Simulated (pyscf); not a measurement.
Single points on ωB97X-D3(BJ)/def2-SVP structures (PySCF, gas phase).

SMILES: [NH2][Sn]([NH2])([NH2])[F]
```xyz
11

N      0.3195    -0.6781    -1.3633
Sn     0.2632     0.9660    -0.2067
N      1.6612     0.8849     1.2363
N     -1.5687     1.2392     0.5761
F      0.6644     2.5051    -1.3398
H      0.8468    -0.5601    -2.2262
H     -0.6062    -1.0336    -1.5945
H      2.3592     0.1617     1.0739
H      2.1404     1.7680     1.4004
H     -2.1509     1.8907     0.0536
H     -1.5454     1.5337     1.5505
```

Problem. What is the homolytic dissociation enthalpy (298 K, ωB97M-D3(BJ)/def2-TZVP) of the F–Sn bond of `[NH2][Sn]([NH2])([NH2])[F]`, to H₂N–Sn•(NH₂)–NH₂ + F•?

Solution. F–Sn to H₂N–Sn•(NH₂)–NH₂ + F•: 116.2 kcal/mol. The 7 functionals that were run give +111.4 (B3LYP-D3(BJ)) to +118.8 kcal/mol (ωB97X-D3(BJ)). Other isomers of H₂N–Sn•(NH₂)–NH₂ were not searched in full and may lie lower. Left out: the spin-orbit lowering of F. Elements past Kr carry the def2 core potentials, without spin-orbit coupling.
